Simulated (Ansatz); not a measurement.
`Cl[C@H]1O[C@@H]1Cl` → 2 C• + 2 Cl• + 2 H• + O•  (atomization)

Gas-phase electronic energies from Ansatz, PBE0-D4/def2-TZVP geometries. CBS: MP2 limit from def2 TZ/QZ plus the TZ coupled-cluster correction, frozen cores. This one scheme is used for every species, atoms too. Functionals use def2-TZVPP. No spin–orbit coupling; open shells (•) take unrestricted orbitals. Spin–orbit coupling would lower the free atoms: a little for C, Cl, O.

`Cl[C@H]1O[C@@H]1Cl`:

Z-matrix (Å, degrees):
```
C
O 1 1.400
C 1 1.451 2 58.8
Cl 1 1.744 2 117.1 3 111.3
H 1 1.084 2 116.4 3 -111.9
Cl 3 1.744 1 120.9 2 -105.0
H 3 1.084 1 121.1 2 104.0
```

CCSD(T)/CBS gives +610.2 kcal/mol.

(1) Another level gave +569.9 kcal/mol. Which?
A. BHLYP/def2-TZVPP
B. ωB97X-V/def2-TZVPP
C. CAM-B3LYP-D4/def2-TZVPP
D. r2SCAN/def2-TZVPP

Largest T1 diagnostic among the species: 0.012.

## Answers

(1) A. BHLYP 569.9, ωB97X-V 615.3, CAM-B3LYP-D4 609.2, r2SCAN 618.3 kcal/mol.

From PBE to PBE0 (25 % exact exchange), in def2-TZVPP and without D4, ΔE moves by −22.0 kcal/mol: exact exchange takes away binding that semilocal exchange gives to molecules. The D4 term adds +6.3 kcal/mol with B3LYP and +3.2 kcal/mol with PBE0; it sums over pairs of atoms, weighted by their polarisabilities, and B3LYP, whose exchange is more repulsive, gets the larger term. Leaving LDA and LC-ωPBE aside and taking each functional with its dispersion term where it has one, the values, not all of them listed here, spread over 71.0 kcal/mol, from BHLYP-D4 to PBE-D4. LDA lies +100.1 kcal/mol from PBE without D4, its usual overbinding.

B3LYP here is the variant with VWN-RPA as its local correlation; programs differ in this.

For atomizations the MP2-based limit and the directly extrapolated one differ by several kJ/mol either way, and by 10 to 25 for some Ge, Se and Sn compounds, so smaller differences from it don't rank the levels.
